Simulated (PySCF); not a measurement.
This PySCF input asks for the NMR shieldings of methyl propyl ketone (SMILES C(CCC)(C)=O); the geometry comes from PBE0-D3(BJ)/def2-TZVP.

```python
import basis_set_exchange as bse
import numpy as np
from pyscf import gto, dft
from pyscf.prop import nmr

atoms = """
C    -2.395456    0.331584    0.513323
C    -1.255306   -0.434482   -0.134200
C     0.092371    0.208017    0.123895
C     1.267119   -0.558410   -0.437360
C     2.617874    0.094492   -0.297018
O     1.134828   -1.632849   -0.968889
H    -2.434588    1.365479    0.158227
H    -3.359504   -0.130370    0.291574
H    -2.285692    0.362187    1.601313
H    -1.414276   -0.509560   -1.213343
H    -1.231994   -1.464209    0.231190
H     0.266625    0.327444    1.201901
H     0.128820    1.227900   -0.279646
H     2.807989    0.365653    0.744626
H     3.395722   -0.576790   -0.655577
H     2.641265    1.022744   -0.875986
"""
names = dict.fromkeys(["C", "O", "H"], "pcSseg-2")
basis = {el: gto.basis.parse(bse.get_basis(n, elements=[el], fmt="nwchem")) for el, n in names.items()}
mol = gto.M(atom=atoms, basis=basis, charge=0, verbose=0)
mf = dft.RKS(mol, xc="GGA_XC_KT3")
mf.grids.level = 2
mf.grids.alignment = dft.numint.BLKSIZE   # the property module wants whole blocks of grid points
mf.conv_tol = 1e-9
mf.kernel()

calc = nmr.RKS(mf)   # GIAO
sigma = calc.kernel()   # uncoupled for a functional without exact exchange
for i, s in enumerate(sigma):   # ppm
    w = np.linalg.eigvalsh((s + s.T) / 2)
    print("%2d %-2s iso %8.1f  s11 %8.1f  s22 %8.1f  s33 %8.1f" % (i, mol.atom_pure_symbol(i), w.mean(), *w))
```

**Question.** Give the expected output.

**Answer.** 
```
 0 C  iso    166.6  s11    156.4  s22    159.1  s33    184.4
 1 C  iso    161.0  s11    155.4  s22    160.3  s33    167.2
 2 C  iso    135.1  s11    111.6  s22    117.6  s33    176.1
 3 C  iso    -20.3  s11    -96.9  s22    -57.6  s33     93.7
 4 C  iso    153.5  s11    132.8  s22    137.4  s33    190.4
 5 O  iso   -281.8  s11   -809.4  s22   -373.7  s33    337.9
 6 H  iso     30.9  s11     27.1  s22     29.1  s33     36.4
 7 H  iso     30.4  s11     26.0  s22     28.0  s33     37.1
 8 H  iso     30.9  s11     27.3  s22     28.9  s33     36.5
 9 H  iso     30.2  s11     25.7  s22     29.7  s33     35.2
10 H  iso     29.9  s11     25.1  s22     29.6  s33     34.9
11 H  iso     29.3  s11     25.6  s22     29.4  s33     32.8
12 H  iso     29.1  s11     25.4  s22     29.0  s33     32.9
13 H  iso     29.4  s11     26.3  s22     29.7  s33     32.2
14 H  iso     29.9  s11     27.0  s22     28.2  s33     34.4
15 H  iso     29.5  s11     26.5  s22     29.3  s33     32.6
```

These numbers come from an equivalent density-fitted implementation of the same equations, which agrees with the script to about 0.01 ppm for H and up to a few tenths of a ppm for heavy atoms, so last digits may differ.

**Question.** Turn these shieldings into chemical shifts. Scale: 13C (σref 183.24), 1H (σref 31.63) against TMS; H2O for 17O (σref 325.30) (reference shieldings calculated alike).

**Answer.** Averaging equivalent atoms: C 3: 203.5; C 2: 48.2; C 4: 29.7; C 1: 22.3; C 0: 16.6; O 5: 607.1; H 11/12: 2.44; H 13/14/15: 2.06; H 9/10: 1.60; H 6/7/8: 0.93 ppm. Unscaled 17O shifts of doubly bonded oxygen tend to come out too high, by tens of ppm or more. Experimental scales use liquid or dissolved standards, which lie at an offset from isolated H2O (liquid H2O: subtract about 36 ppm).

Size and cost of the density-fitted run: 356 basis functions, 120 s wall time on 1 thread of an Intel Xeon Platinum 8259CL, shared host; peak memory 1.3 GiB.
